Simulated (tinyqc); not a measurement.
Coupled-perturbed Hartree-Fock on RHF in the sto-3g basis, for H2O, spin multiplicity 1, step by step. Computed by tinyqc, a small Python program that keeps every step (integrals from PySCF). Settings: charge = 0, multiplicity = 1, basis = sto-3g, method = RHF, energy threshold = 1e-10, iteration cap = 86, orthogonalisation = symmetric, start = Wolfsberg-Helmholz matrix, DIIS depth = 6. Command: `OMP_NUM_THREADS=1 python tinyqc.py 31947 31948 out.jsonl` (the two numbers bound the seeds that draw the settings). One thread of a shared host (Intel(R) Xeon(R) Processor @ 2.60GHz), about 0.1 s of CPU time with the checks. The early iterations of the SCF are left out here.

## One-electron integrals

Geometry (angstrom):

| atom | x | y | z |
|---|---|---|---|
| O | 0.000000 | 0.000000 | 0.000000 |
| H | 0.000000 | 0.863000 | 0.734000 |
| H | 0.000000 | -0.863000 | 0.734000 |

Basis sto-3g: exponents (1/bohr^2) and contraction coefficients of normalised primitives:

| element | l (shell) | exponent | coefficient |
|---|---|---|---|
| O | s (1) | 130.709320 | 0.154329 |
| O | s (1) | 23.808861 | 0.535328 |
| O | s (1) | 6.443608 | 0.444635 |
| O | s (2) | 5.033151 | -0.099967 |
| O | s (2) | 1.169596 | 0.399513 |
| O | s (2) | 0.380389 | 0.700115 |
| O | p (3) | 5.033151 | 0.155916 |
| O | p (3) | 1.169596 | 0.607684 |
| O | p (3) | 0.380389 | 0.391957 |
| H | s (1) | 3.425251 | 0.154329 |
| H | s (1) | 0.623914 | 0.535328 |
| H | s (1) | 0.168855 | 0.444635 |

Overlap, kinetic and nuclear-attraction integrals over the contracted functions; the nuclear repulsion is the sum of Za Zb / Rab.

nuclear repulsion = 7.78000409 hartree

overlap S:
```
           1O 1s     1O 2s    1O 2px     1O 2py    1O 2pz     2H 1s      3H 1s
1O 1s   1.000000  0.236704  0.000000   0.000000  0.000000  0.035516   0.035516
1O 2s   0.236704  1.000000  0.000000   0.000000  0.000000  0.367242   0.367242
1O 2px  0.000000  0.000000  1.000000   0.000000  0.000000  0.000000   0.000000
1O 2py  0.000000  0.000000  0.000000   1.000000  0.000000  0.249863  -0.249863
1O 2pz  0.000000  0.000000  0.000000   0.000000  1.000000  0.212514   0.212514
2H 1s   0.035516  0.367242  0.000000   0.249863  0.212514  1.000000   0.183886
3H 1s   0.035516  0.367242  0.000000  -0.249863  0.212514  0.183886   1.000000
```

kinetic energy T (hartree):
```
            1O 1s      1O 2s    1O 2px     1O 2py    1O 2pz      2H 1s      3H 1s
1O 1s   29.003200  -0.168011  0.000000   0.000000  0.000000  -0.008801  -0.008801
1O 2s   -0.168011   0.808128  0.000000   0.000000  0.000000   0.059887   0.059887
1O 2px   0.000000   0.000000  2.528731   0.000000  0.000000   0.000000   0.000000
1O 2py   0.000000   0.000000  0.000000   2.528731  0.000000   0.127776  -0.127776
1O 2pz   0.000000   0.000000  0.000000   0.000000  2.528731   0.108676   0.108676
2H 1s   -0.008801   0.059887  0.000000   0.127776  0.108676   0.760032  -0.003691
3H 1s   -0.008801   0.059887  0.000000  -0.127776  0.108676  -0.003691   0.760032
```

nuclear attraction V (hartree):
```
             1O 1s      1O 2s     1O 2px     1O 2py     1O 2pz      2H 1s      3H 1s
1O 1s   -61.552631  -7.404203   0.000000   0.000000  -0.014359  -1.137177  -1.137177
1O 2s    -7.404203  -9.982240   0.000000   0.000000  -0.176468  -2.800747  -2.800747
1O 2px    0.000000   0.000000  -9.853398   0.000000   0.000000   0.000000   0.000000
1O 2py    0.000000   0.000000   0.000000  -9.950272   0.000000  -1.672139   1.672139
1O 2pz   -0.014359  -0.176468   0.000000   0.000000  -9.923475  -1.470345  -1.470345
2H 1s    -1.137177  -2.800747   0.000000  -1.672139  -1.470345  -5.201450  -1.049242
3H 1s    -1.137177  -2.800747   0.000000   1.672139  -1.470345  -1.049242  -5.201450
```

core Hamiltonian H = T + V (hartree):
```
             1O 1s      1O 2s     1O 2px     1O 2py     1O 2pz      2H 1s      3H 1s
1O 1s   -32.549432  -7.572214   0.000000   0.000000  -0.014359  -1.145978  -1.145978
1O 2s    -7.572214  -9.174112   0.000000   0.000000  -0.176468  -2.740860  -2.740860
1O 2px    0.000000   0.000000  -7.324666   0.000000   0.000000   0.000000   0.000000
1O 2py    0.000000   0.000000   0.000000  -7.421541   0.000000  -1.544363   1.544363
1O 2pz   -0.014359  -0.176468   0.000000   0.000000  -7.394744  -1.361669  -1.361669
2H 1s    -1.145978  -2.740860   0.000000  -1.544363  -1.361669  -4.441418  -1.052933
3H 1s    -1.145978  -2.740860   0.000000   1.544363  -1.361669  -1.052933  -4.441418
```

## Two-electron integrals

Functions are numbered as in S; the eight-fold symmetry (ij|kl) = (ji|kl) = (kl|ij) leaves the list below.

Two-electron integrals (ij|kl) in chemists' order, unique and non-zero (hartree):
```
(11|11) 4.785065    (21|11) 0.741380    (21|21) 0.136873    (22|11) 1.118947
(22|21) 0.256633    (22|22) 0.817206    (31|31) 0.024477    (32|31) 0.037809
(32|32) 0.180518    (33|11) 1.115814    (33|21) 0.256684    (33|22) 0.817023
(33|33) 0.880159    (41|41) 0.024477    (42|41) 0.037809    (42|42) 0.180518
(43|43) 0.047444    (44|11) 1.115814    (44|21) 0.256684    (44|22) 0.817023
(44|33) 0.785270    (44|44) 0.880159    (51|51) 0.024477    (52|51) 0.037809
(52|52) 0.180518    (53|53) 0.047444    (54|54) 0.047444    (55|11) 1.115814
(55|21) 0.256684    (55|22) 0.817023    (55|33) 0.785270    (55|44) 0.785270
(55|55) 0.880159    (61|11) 0.112553    (61|21) 0.020622    (61|22) 0.038477
(61|33) 0.038402    (61|41) 0.000718    (61|42) 0.001353    (61|44) 0.038536
(61|51) 0.000610    (61|52) 0.001151    (61|54) 0.000115    (61|55) 0.038499
(61|61) 0.003147    (62|11) 0.295025    (62|21) 0.068607    (62|22) 0.244489
(62|33) 0.240179    (62|41) 0.003928    (62|42) 0.030982    (62|44) 0.247543
(62|51) 0.003341    (62|52) 0.026351    (62|54) 0.006263    (62|55) 0.245506
(62|61) 0.010557    (62|62) 0.093307    (63|31) 0.006916    (63|32) 0.041207
(63|43) 0.006306    (63|53) 0.005363    (63|63) 0.012775    (64|11) 0.168725
(64|21) 0.039719    (64|22) 0.151116    (64|33) 0.144384    (64|41) 0.008896
(64|42) 0.059172    (64|44) 0.161295    (64|51) 0.001684    (64|52) 0.015280
(64|54) 0.009019    (64|55) 0.147494    (64|61) 0.006360    (64|62) 0.070103
(64|64) 0.064842    (65|11) 0.143504    (65|21) 0.033782    (65|22) 0.128527
(65|33) 0.122802    (65|41) 0.001684    (65|42) 0.015280    (65|44) 0.126458
(65|51) 0.008348    (65|52) 0.054203    (65|54) 0.009416    (65|55) 0.136174
(65|61) 0.005409    (65|62) 0.059624    (65|64) 0.044284    (65|65) 0.050440
(66|11) 0.458268    (66|21) 0.108277    (66|22) 0.444260    (66|33) 0.426989
(66|41) 0.007499    (66|42) 0.083123    (66|44) 0.456735    (66|51) 0.006378
(66|52) 0.070698    (66|54) 0.025299    (66|55) 0.448507    (66|61) 0.016775
(66|62) 0.220862    (66|64) 0.189368    (66|65) 0.161062    (66|66) 0.774606
(71|11) 0.112553    (71|21) 0.020622    (71|22) 0.038477    (71|33) 0.038402
(71|41) -0.000718   (71|42) -0.001353   (71|44) 0.038536    (71|51) 0.000610
(71|52) 0.001151    (71|54) -0.000115   (71|55) 0.038499    (71|61) 0.003102
(71|62) 0.010244    (71|64) 0.005679    (71|65) 0.005254    (71|66) 0.016153
(71|71) 0.003147    (72|11) 0.295025    (72|21) 0.068607    (72|22) 0.244489
(72|33) 0.240179    (72|41) -0.003928   (72|42) -0.030982   (72|44) 0.247543
(72|51) 0.003341    (72|52) 0.026351    (72|54) -0.006263   (72|55) 0.245506
(72|61) 0.010244    (72|62) 0.074909    (72|64) 0.039055    (72|65) 0.046548
(72|66) 0.143877    (72|71) 0.010557    (72|72) 0.093307    (73|31) 0.006916
(73|32) 0.041207    (73|43) -0.006306   (73|53) 0.005363    (73|63) 0.009902
(73|73) 0.012775    (74|11) -0.168725   (74|21) -0.039719   (74|22) -0.151116
(74|33) -0.144384   (74|41) 0.008896    (74|42) 0.059172    (74|44) -0.161295
(74|51) -0.001684   (74|52) -0.015280   (74|54) 0.009019    (74|55) -0.147494
(74|61) -0.005679   (74|62) -0.039055   (74|64) -0.010915   (74|65) -0.023791
(74|66) -0.068179   (74|71) -0.006360   (74|72) -0.070103   (74|74) 0.064842
(75|11) 0.143504    (75|21) 0.033782    (75|22) 0.128527    (75|33) 0.122802
(75|41) -0.001684   (75|42) -0.015280   (75|44) 0.126458    (75|51) 0.008348
(75|52) 0.054203    (75|54) -0.009416   (75|55) 0.136174    (75|61) 0.005254
(75|62) 0.046548    (75|64) 0.023791    (75|65) 0.038403    (75|66) 0.097530
(75|71) 0.005409    (75|72) 0.059624    (75|74) -0.044284   (75|75) 0.050440
(76|11) 0.103289    (76|21) 0.024268    (76|22) 0.094719    (76|33) 0.092353
(76|44) 0.094078    (76|51) 0.001791    (76|52) 0.017210    (76|55) 0.097619
(76|61) 0.003700    (76|62) 0.036581    (76|64) 0.023887    (76|65) 0.026293
(76|66) 0.092612    (76|71) 0.003700    (76|72) 0.036581    (76|74) -0.023887
(76|75) 0.026293    (76|76) 0.018309    (77|11) 0.458268    (77|21) 0.108277
(77|22) 0.444260    (77|33) 0.426989    (77|41) -0.007499   (77|42) -0.083123
(77|44) 0.456735    (77|51) 0.006378    (77|52) 0.070698    (77|54) -0.025299
(77|55) 0.448507    (77|61) 0.016153    (77|62) 0.143877    (77|64) 0.068179
(77|65) 0.097530    (77|66) 0.303800    (77|71) 0.016775    (77|72) 0.220862
(77|74) -0.189368   (77|75) 0.161062    (77|76) 0.092612    (77|77) 0.774606
```

## Orthogonalisation

S = U s U^T; symmetric (Loewdin) form X = U s^(-1/2) U^T, so that X^T S X = 1.

eigenvalues of S: 0.454524  0.542932  0.882370  1.000000  1.106515  1.273183  1.740476

X:
```
            1O 1s      1O 2s    1O 2px     1O 2py     1O 2pz      2H 1s      3H 1s
1O 1s    1.023494  -0.135475  0.000000   0.000000  -0.007197   0.018149   0.018149
1O 2s   -0.135475   1.141910  0.000000   0.000000   0.067828  -0.206938  -0.206938
1O 2px   0.000000   0.000000  1.000000   0.000000   0.000000   0.000000   0.000000
1O 2py   0.000000   0.000000  0.000000   1.062408   0.000000  -0.161124   0.161124
1O 2pz  -0.007197   0.067828  0.000000   0.000000   1.038344  -0.117431  -0.117431
2H 1s    0.018149  -0.206938  0.000000  -0.161124  -0.117431   1.116865  -0.064122
3H 1s    0.018149  -0.206938  0.000000   0.161124  -0.117431  -0.064122   1.116865
```

## Starting guess

The start is the generalised Wolfsberg-Helmholz matrix (K = 1.75) built on H; D = 2 C_occ C_occ^T.

D at the start:
```
            1O 1s      1O 2s    1O 2px     1O 2py     1O 2pz      2H 1s      3H 1s
1O 1s    2.071013  -0.298462  0.000000   0.000000   0.097065  -0.128537  -0.128537
1O 2s   -0.298462   1.336745  0.000000   0.000000  -0.356700   0.350856   0.350856
1O 2px   0.000000   0.000000  2.000000   0.000000   0.000000   0.000000   0.000000
1O 2py   0.000000   0.000000  0.000000   1.570285   0.000000   0.322070  -0.322070
1O 2pz   0.097065  -0.356700  0.000000   0.000000   1.841217   0.126952   0.126952
2H 1s   -0.128537   0.350856  0.000000   0.322070   0.126952   0.187382   0.055267
3H 1s   -0.128537   0.350856  0.000000  -0.322070   0.126952   0.055267   0.187382
```

## Iteration 8 (converged): orbitals

converged F (hartree):
```
             1O 1s      1O 2s     1O 2px     1O 2py     1O 2pz      2H 1s      3H 1s
1O 1s   -20.265185  -5.165142   0.000000   0.000000  -0.024603  -0.789974  -0.789974
1O 2s    -5.165142  -2.408530   0.000000   0.000000  -0.067768  -0.758236  -0.758236
1O 2px    0.000000   0.000000  -0.390868   0.000000   0.000000   0.000000   0.000000
1O 2py    0.000000   0.000000   0.000000  -0.220039   0.000000  -0.340147   0.340147
1O 2pz   -0.024603  -0.067768   0.000000   0.000000  -0.261969  -0.328228  -0.328228
2H 1s    -0.789974  -0.758236   0.000000  -0.340147  -0.328228  -0.392002  -0.244626
3H 1s    -0.789974  -0.758236   0.000000   0.340147  -0.328228  -0.244626  -0.392002
```

Diagonalise F' = X^T F X, C = X C', fill 5 alpha and 5 beta electrons from the bottom; D = 2 C_occ C_occ^T. Each column has its largest component positive (the first on a tie).

F' = X^T F X (hartree):
```
            1          2          3          4          5          6          7
1  -19.891702  -2.681816   0.000000   0.000000  -0.052929  -0.081871  -0.081871
2   -2.681816  -1.333697   0.000000   0.000000   0.100452  -0.379717  -0.379717
3    0.000000   0.000000  -0.390868   0.000000   0.000000   0.000000   0.000000
4    0.000000   0.000000   0.000000  -0.023108   0.000000  -0.378730   0.378730
5   -0.052929   0.100452   0.000000   0.000000  -0.134693  -0.301818  -0.301818
6   -0.081871  -0.379717   0.000000  -0.378730  -0.301818  -0.028301  -0.070225
7   -0.081871  -0.379717   0.000000   0.378730  -0.301818  -0.070225  -0.028301
```

orbital energies (hartree): MO1 -20.273358, MO2 -1.203316, MO3 -0.527183, MO4 -0.442214, MO5 -0.390868, MO6 0.460269, MO7 0.545999

coefficients C:
```
              MO1        MO2        MO3        MO4       MO5        MO6        MO7
1O 1s    0.994502  -0.240590   0.000000   0.092789  0.000000  -0.105245   0.000000
1O 2s    0.023622   0.896698   0.000000  -0.472179  0.000000   0.620469   0.000000
1O 2px   0.000000   0.000000   0.000000   0.000000  1.000000   0.000000   0.000000
1O 2py   0.000000   0.000000   0.617497   0.000000  0.000000   0.000000   0.894053
1O 2pz   0.003012   0.079703   0.000000   0.728409  0.000000   0.757264   0.000000
2H 1s   -0.004296   0.139159   0.454989   0.343664  0.000000  -0.688177  -0.718548
3H 1s   -0.004296   0.139159  -0.454989   0.343664  0.000000  -0.688177   0.718548
```

D after iteration 8:
```
            1O 1s      1O 2s    1O 2px     1O 2py     1O 2pz      2H 1s      3H 1s
1O 1s    2.111056  -0.472115  0.000000   0.000000   0.102815  -0.011729  -0.011729
1O 2s   -0.472115   2.055156  0.000000   0.000000  -0.544798  -0.075177  -0.075177
1O 2px   0.000000   0.000000  2.000000   0.000000   0.000000   0.000000   0.000000
1O 2py   0.000000   0.000000  0.000000   0.762606   0.000000   0.561909  -0.561909
1O 2pz   0.102815  -0.544798  0.000000   0.000000   1.073884   0.522814   0.522814
2H 1s   -0.011729  -0.075177  0.000000   0.561909   0.522814   0.689008  -0.139053
3H 1s   -0.011729  -0.075177  0.000000  -0.561909   0.522814  -0.139053   0.689008
```

## Convergence

Stop when the energy changes by less than 1e-10 hartree and every element of the error matrix X^T (F D S - S D F) X is below 3e-06.

Course of the cycle:

| iteration | E (hartree) | change | largest element of the error matrix |
|---|---|---|---|
| 1 | -74.44360674 | - | 4.84e-01 |
| 2 | -74.90997850 | -4.66e-01 | 1.24e-01 |
| 3 | -74.92845662 | -1.85e-02 | 3.67e-02 |
| 4 | -74.93039066 | -1.93e-03 | 6.94e-03 |
| 5 | -74.93049211 | -1.01e-04 | 2.14e-03 |
| 6 | -74.93050906 | -1.70e-05 | 3.47e-05 |
| 7 | -74.93050906 | -2.54e-09 | 2.19e-07 |
| 8 | -74.93050906 | -5.68e-14 | 1.32e-09 |

PySCF RHF in the same basis = -74.93050906 hartree

Converged in 8 iterations.

## Populations, bond orders and dipole

Mulliken: Z minus the diagonal of D S on the atom; Loewdin: the same with S^(1/2) D S^(1/2); Mayer order: 2 sum_s sum (D(s) S)_ij (D(s) S)_ji over the two atoms.

Charges (e):

| atom | Mulliken | Loewdin |
|---|---|---|
| 1O | -0.226161 | -0.165985 |
| 2H | 0.113081 | 0.082993 |
| 3H | 0.113081 | 0.082993 |

Mayer bond orders:

| pair | order |
|---|---|
| 2-1 | 0.982358 |
| 3-1 | 0.982358 |
| 3-2 | 0.004854 |

dipole moment about the origin, x y z (debye): 0.000000  0.000000  1.508633

## Integrals over molecular orbitals

(pq|rs) = sum C_ip C_jq C_kr C_ls (ij|kl), one index at a time.

one-electron integrals over orbitals h = C^T H C (hartree):
```
            1          2          3          4          5          6          7
1  -32.533031   0.570253   0.000000  -0.207630   0.000000   0.240855   0.000000
2    0.570253  -7.552922   0.000000   0.539865   0.000000  -1.177358   0.000000
3    0.000000   0.000000  -5.968376   0.000000   0.000000   0.000000  -1.767618
4   -0.207630   0.539865   0.000000  -6.494579   0.000000  -1.367737   0.000000
5    0.000000   0.000000   0.000000   0.000000  -7.324666   0.000000   0.000000
6    0.240855  -1.177358   0.000000  -1.367737   0.000000  -5.323865   0.000000
7    0.000000   0.000000  -1.767618   0.000000   0.000000   0.000000  -5.462769
```

Two-electron integrals over orbitals (pq|rs), unique and non-zero (hartree):
```
(11|11) 4.747127    (21|11) -0.430850   (21|21) 0.061778    (22|11) 1.023562
(22|21) -0.015538   (22|22) 0.725323    (31|31) 0.010819    (32|31) 0.016942
(32|32) 0.128139    (33|11) 0.761879    (33|21) -0.004832   (33|22) 0.613512
(33|33) 0.589972    (41|11) 0.164637    (41|21) -0.021901   (41|22) 0.012133
(41|33) 0.005520    (41|41) 0.023494    (42|11) -0.151512   (42|21) 0.008007
(42|22) -0.027788   (42|33) 0.003229    (42|41) 0.017777    (42|42) 0.129598
(43|31) -0.002628   (43|32) 0.027465    (43|43) 0.057704    (44|11) 0.916493
(44|21) -0.010869   (44|22) 0.654416    (44|33) 0.561496    (44|41) -0.008086
(44|42) -0.089507   (44|44) 0.684412    (51|51) 0.025952    (52|51) 0.033336
(52|52) 0.151312    (53|53) 0.026367    (54|51) -0.011854   (54|52) -0.044216
(54|54) 0.047180    (55|11) 1.115361    (55|21) -0.012205   (55|22) 0.756066
(55|33) 0.600238    (55|41) 0.004649    (55|42) -0.082328   (55|44) 0.680561
(55|55) 0.880159    (61|11) -0.188278   (61|21) 0.028787    (61|22) -0.001828
(61|33) 0.000795    (61|41) 0.003538    (61|42) 0.021026    (61|44) -0.015206
(61|55) -0.005128   (61|61) 0.025446    (62|11) 0.257969    (62|21) -0.005835
(62|22) 0.129239    (62|33) 0.066552    (62|41) 0.018449    (62|42) 0.034212
(62|44) 0.057072    (62|55) 0.137262    (62|61) 0.011184    (62|62) 0.094564
(63|31) 0.002719    (63|32) -0.033345   (63|43) -0.038044   (63|63) 0.072285
(64|11) 0.280559    (64|21) -0.003850   (64|22) 0.132836    (64|33) 0.051056
(64|41) 0.000473    (64|42) -0.055103   (64|44) 0.132478    (64|55) 0.156411
(64|61) -0.002600   (64|62) 0.057551    (64|64) 0.104895    (65|51) 0.012486
(65|52) 0.049252    (65|54) 0.006758    (65|65) 0.033959    (66|11) 0.788014
(66|21) -0.007624   (66|22) 0.595319    (66|33) 0.547962    (66|41) 0.017208
(66|42) 0.044343    (66|44) 0.545828    (66|55) 0.580518    (66|61) 0.009041
(66|62) 0.093086    (66|64) 0.056358    (66|66) 0.582574    (71|31) 0.014207
(71|32) 0.021281    (71|43) -0.003494   (71|63) 0.003053    (71|71) 0.018683
(72|31) 0.014918    (72|32) 0.055708    (72|43) -0.030891   (72|63) 0.029440
(72|71) 0.018784    (72|72) 0.068352    (73|11) 0.371180    (73|21) -0.006972
(73|22) 0.166545    (73|33) 0.089082    (73|41) -0.000257   (73|42) -0.079991
(73|44) 0.135938    (73|55) 0.204061    (73|61) -0.005646   (73|62) 0.065834
(73|64) 0.106910    (73|66) 0.046643    (73|73) 0.162787    (74|31) -0.008189
(74|32) -0.072535   (74|43) -0.016851   (74|63) 0.055334    (74|71) -0.010789
(74|72) -0.016449   (74|74) 0.072880    (75|53) 0.023848    (75|75) 0.024686
(76|31) 0.007219    (76|32) 0.082018    (76|43) 0.063975    (76|63) -0.063355
(76|71) 0.009291    (76|72) -0.004929   (76|74) -0.061548   (76|76) 0.110062
(77|11) 0.824572    (77|21) -0.008597   (77|22) 0.603175    (77|33) 0.577830
(77|41) 0.003751    (77|42) -0.016841   (77|44) 0.570279    (77|55) 0.602222
(77|61) -0.003167   (77|62) 0.058739    (77|64) 0.050926    (77|66) 0.548106
(77|73) 0.091322    (77|77) 0.588895
```

## Response to a field: uncoupled start

dipole integrals <a|z|i> (bohr):
```
          i1         i2         i3         i4        i5
a6  0.046479  -0.043073   0.000000  -0.665549  0.000000
a7  0.000000   0.000000  -0.751098   0.000000  0.000000
```

Field along z; U_ai = -mu_ai / (e_a - e_i), alpha = -4 sum U_ai mu_ai.

uncoupled U:
```
           i1        i2        i3        i4        i5
a6  -0.002242  0.025892  0.000000  0.737465  0.000000
a7   0.000000  0.000000  0.699879  0.000000  0.000000
```

uncoupled polarisability = 4.070865 bohr^3

## Coupled step 1

U_ai = -(mu_ai + sum_bj [4 (ai|bj) - (ab|ij) - (aj|bi)] U_bj) / (e_a - e_i); alpha = -4 sum U_ai mu_ai.

U after step 1:
```
           i1         i2        i3        i4        i5
a6  -0.000371  -0.089978  0.000000  0.683487  0.000000
a7   0.000000   0.000000  0.542615  0.000000  0.000000
```

polarisability = 3.434373 bohr^3

## Coupled step 2

As before.

U after step 2:
```
           i1         i2        i3        i4        i5
a6  -0.000391  -0.093209  0.000000  0.739917  0.000000
a7   0.000000   0.000000  0.561468  0.000000  0.000000
```

polarisability = 3.640688 bohr^3

## Coupled polarisability

Repeat until U stops changing; compare with -d2E/dF2.

Course of the coupled iterations:

| step | alpha (bohr^3) |
|---|---|
| 0 | 4.070865 |
| 1 | 3.434373 |
| 2 | 3.640688 |
| 3 | 3.619453 |
| 4 | 3.632543 |
| 5 | 3.633264 |
| 6 | 3.634685 |
| 7 | 3.635118 |
| 8 | 3.635380 |
| 9 | 3.635498 |
| 10 | 3.635558 |
| 11 | 3.635587 |
| 12 | 3.635601 |
| 13 | 3.635609 |
| 14 | 3.635612 |
| 15 | 3.635614 |
| 16 | 3.635615 |
| 17 | 3.635615 |
| 18 | 3.635615 |
| 19 | 3.635616 |
| 20 | 3.635616 |
| 21 | 3.635616 |
| 22 | 3.635616 |
| 23 | 3.635616 |
| 24 | 3.635616 |

coupled polarisability = 3.635616 bohr^3

finite-field check, fields of +/-0.001 au = 3.635617 bohr^3
